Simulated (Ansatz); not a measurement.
# doublet [H2S2]+: levels of theory compared

Aim: a comparison of 6 runs (U-r2SCAN0/STO-3G, UHSE06/STO-3G, UPBE0/STO-3G, UCCSDT(Q)/STO-3G, UCCSD/STO-3G, UCCSD(T)/STO-3G) of doublet [H2S2]+. 

The results are computed with Ansatz 0.2.0.

44 further runs of the same task are left out: 10 that didn't finish, 34 set aside as unsound or not needed.

## (1) The structure to begin with

[H2S2]+ has 4 atoms, charge +1, and is taken as a doublet. As SMILES of the parent species, `SS`. The shape is that of a PBE0-D4/def2-TZVP optimisation. That shape belongs to the parent species and isn't relaxed for this state.

Bond lengths: S1–S2 2.046 Å, S1–H3 1.347 Å, S2–H4 1.347 Å. Angles: S1–S2–H4 98.6°, S2–S1–H3 98.6°.

## (2) A single-point energy at U-r2SCAN0/STO-3G (run 1)

File run.yaml:

```yaml
crystal:
  periodic: [false, false, false]
  atoms:
    - symbol: S
      position_ang: [0.784480, -0.789210, 0.166690]
    - symbol: S
      position_ang: [0.060220, 1.121560, 0.067360]
    - symbol: H
      position_ang: [-0.225420, -1.352590, 0.856880]
    - symbol: H
      position_ang: [-0.619290, 1.020250, -1.090950]
basis:
  gaussian:
    orbitals: STO-3G
total_charge: 1
magnetization:
  spin_polarized: true
  initial_magnetization: 1
hamiltonian:
  xc: {name: r2SCAN0}
accuracy: high
```

Launch:

```console
$ ansatz run run.yaml --threads 1 --pin off --max-ram 3480MiB --events-out events.jsonl --progress --plain --runs-dir runs
```

The program printed:

```text
Warning: RAYON_NUM_THREADS=1 ignored (pool sized by the plan → 1); use --threads N
Functional definition: r2SCAN0
  name "r2SCAN0"
  parameter a = 0.25
  parameter k0 = 0.174
  parameter k1 = 0.065
  parameter a1 = 4.9479
  exchange = (1 - a)*r2scan_x(k0 = k0, k1 = k1, a1 = a1) + a*exact_x
  correlation = r2scan_c
344 factors; integrals over basis functions are off by at most 1.3e-8 eV
mean field evaluation 1: about -21454.5978 eV, gradient 3.6e0 eV
mean field evaluation 2: about -21454.7269 eV, gradient 1.6e0 eV
mean field evaluation 4: about -21454.7517 eV, gradient 4.0e-1 eV
mean field evaluation 8: about -21454.7377 eV, gradient 1.5e-2 eV
mean field evaluation 16: about -21454.7377 eV, gradient 1.7e-4 eV
mean field evaluation 32: about -21454.7075 eV, gradient 5.1e-1 eV
mean field -21454.73771619 eV, -788.4470685264 hartree, gradient 3.1e-8 eV, S^2 0.754438; 2 other end points of the search recorded, 0 dependent functions left out
reference -21454.73771669 eV, -788.4470685448 hartree; 17, 16 occupied and 3, 4 virtual orbitals, 344 factors
Total energy: -21454.73771669 eV, -788.4470685448 hartree
```

Wall time 3.6 s (1 thread of Intel Xeon 6975P-C (Granite Rapids), shared host); peak memory 0.24 GiB.

## (3) The energy at UHSE06/STO-3G (run 2)

File in.yaml:

```yaml
crystal:
  periodic: [false, false, false]
  atoms:
    - {symbol: S, position_ang: [0.784480, -0.789210, 0.166690]}
    - {symbol: S, position_ang: [0.060220, 1.121560, 0.067360]}
    - {symbol: H, position_ang: [-0.225420, -1.352590, 0.856880]}
    - {symbol: H, position_ang: [-0.619290, 1.020250, -1.090950]}
basis:
  gaussian:
    orbitals: STO-3G
hamiltonian:
  xc: hse06
total_charge: 1
magnetization:
  spin_polarized: true
  initial_magnetization: 1
accuracy: high
```

Launch:

```console
$ ansatz run in.yaml --threads 1 --pin off --max-ram 3480MiB --events-out events.jsonl --progress --plain --runs-dir runs
```

The program printed:

```text
Warning: RAYON_NUM_THREADS=1 ignored (pool sized by the plan → 1); use --threads N
Functional definition: HSE06
  name "HSE06"
[... 1 set-up line as earlier in the session ...]
  parameter omega = 0.11/bohr
  exchange = pbe_x - a*pbe_x_sr(omega) + a*exact_x_sr(omega)
  correlation = pbe_c
344 factors; integrals over basis functions are off by at most 1.3e-8 eV
53 factors; integrals over basis functions are off by at most 1.3e-9 eV
mean field evaluation 1: about -21447.6874 eV, gradient 3.6e0 eV
mean field evaluation 2: about -21447.4171 eV, gradient 6.8e0 eV
mean field evaluation 4: about -21447.8435 eV, gradient 3.7e-1 eV
mean field evaluation 8: about -21447.8390 eV, gradient 8.5e-2 eV
mean field evaluation 16: about -21447.8391 eV, gradient 1.3e-5 eV
mean field evaluation 32: about -21447.8360 eV, gradient 9.5e-3 eV
mean field -21447.83908283 eV, -788.1935484265 hartree, gradient 2.2e-8 eV, S^2 0.753020; 3 other end points of the search recorded, 0 dependent functions left out
reference -21447.83908447 eV, -788.1935484868 hartree; 17, 16 occupied and 3, 4 virtual orbitals, 344 factors
Total energy: -21447.83908447 eV, -788.1935484868 hartree
```

Run time: 2 s. Hardware: 1 thread of Intel Xeon 6975P-C (Granite Rapids), shared host; peak memory 0.15 GiB.

Runs 3 to 5 aren't shown in full; the table further down has their settings and results.

## (4) A single-point energy at UCCSD(T)/STO-3G (run 6)

File molecule.yaml:

```yaml
crystal:
  periodic: [false, false, false]
  atoms:
    - symbol: S
      position_ang: [0.784480, -0.789210, 0.166690]
    - symbol: S
      position_ang: [0.060220, 1.121560, 0.067360]
    - symbol: H
      position_ang: [-0.225420, -1.352590, 0.856880]
    - symbol: H
      position_ang: [-0.619290, 1.020250, -1.090950]
basis:
  gaussian:
    orbitals: STO-3G
total_charge: 1
magnetization:
  spin_polarized: true
  initial_magnetization: 1
correlation:
  method: ccsd_t
  frozen_orbitals: {H: 0, S: 5}
accuracy: high
scf:
  omitted_lower_state_checks: [cluster_reference, increment]
```

Launch:

```console
$ ansatz run molecule.yaml --threads 1 --pin off --max-ram 3480MiB --events-out events.jsonl --progress --plain --runs-dir runs
```

The program printed:

```text
Warning: RAYON_NUM_THREADS=1 ignored (pool sized by the plan → 1); use --threads N
[... 12 lines left out ...]
10 core orbitals not correlated: weight in the atoms' cores, before any rotation towards them, 1.000 or more for the frozen orbitals, at most 0.000 for the correlated occupied ones
[... 35 lines left out ...]
Total energy: -21424.31432299 eV, -787.3290294479 hartree
Checks for a lower state left out: cluster_reference, increment
```

Run time: 0.2 s. Hardware: 1 thread of Intel Xeon 6975P-C (Granite Rapids), shared host.

## (5) All runs side by side

| run | level | frozen core orbitals | energy (Eh) | ⟨S²⟩ | wall time |
| --- | --- | --- | --- | --- | --- |
| 1 | U-r2SCAN0/STO-3G | – | -788.447069 | 0.754 | 3.6 s |
| 2 | UHSE06/STO-3G | – | -788.193548 | 0.753 | 2 s |
| 3 | UPBE0/STO-3G | – | -788.207341 | 0.753 | 1.1 s |
| 4 | UCCSDT(Q)/STO-3G | 10 | -787.329418 | 0.761 | 0.52 s |
| 5 | UCCSD/STO-3G | 10 | -787.328493 | 0.761 | 0.18 s |
| 6 | UCCSD(T)/STO-3G | 10 | -787.329029 | 0.761 | 0.2 s |

## (6) What came out

| quantity | value |
| --- | --- |
| run 6: total energy | -787.32903 Eh |
| run 6: correlation energy (10 core orbitals frozen) | -71.7 mEh |
| run 6: (T) correction | -0.54 mEh |
| run 6: ⟨S²⟩ of the reference determinant | 0.761 |
| run 6: T1 diagnostic | 0.026 |

**Reading.** Totals of different functionals can't be ranked against each other. In runs 1, 2, 3, 4, 5, 6 the basis is minimal, so the values are rough. All runs together took 7.6 s, the longest 3.6 s.
